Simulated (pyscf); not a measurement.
O=B–OH + methane (CH₄) → water (H₂O) + H₃C–B=O (four-centre exchange; singlet surface; B–O, C–H broken, H–O, B–C formed). Structures and frequencies: ωB97X-D3(BJ)/def2-SVP in PySCF. MP2 and CC: frozen core, UHF for open shells. ΔMP2 is the change of the MP2 total energy from the triple- to the quadruple-zeta basis. Energies in kcal/mol from the separated reactants.

```json
[
 {"level": "ωB97X-D3(BJ)/def2-TZVP", "barrier": "59.4", "reaction energy": "+16.2"},
 {"level": "PBE/def2-TZVP", "barrier": "52.2", "reaction energy": "+16.7"},
 {"level": "PBE0-D3(BJ)/def2-TZVP", "barrier": "54.5", "reaction energy": "+16.5"},
 {"level": "M06-2X/def2-TZVP", "barrier": "58.9", "reaction energy": "+19.0"},
 {"level": "HF/def2-TZVP", "barrier": "81.8", "reaction energy": "+20.0"},
 {"level": "CCSD(T)/def2-TZVPP", "barrier": "61.2", "reaction energy": "+15.2"},
 {"level": "CCSD(T)/def2-TZVPP + ΔMP2(QZVPP)", "barrier": "61.2", "reaction energy": "+14.7"}
]
```

Of the functionals in the table, ωB97X-D3(BJ) is closest to CCSD(T)/def2-TZVPP + ΔMP2(QZVPP) in the barrier (1.8 kcal/mol apart) and PBE least close (9.0 kcal/mol); that level has limits of its own. On the product side the descent ends in a complex (not fully relaxed), 5.6 kcal/mol under the separated species and 48.8 kcal/mol under the saddle at ωB97X-D3(BJ)/def2-TZVP. The products may also form a dative adduct at H₃C–B=O; it and routes through it were not searched. The same reactants have a lower exit, to H₃C–B(OH)–OH (barrier +44.8 kcal/mol at ωB97M-D3(BJ), against +59.2 kcal/mol here). One saddle was located; it need not be the lowest between these sides. The CCSD(T) − MP2 part came from Ansatz, without density fitting, on the same reference.
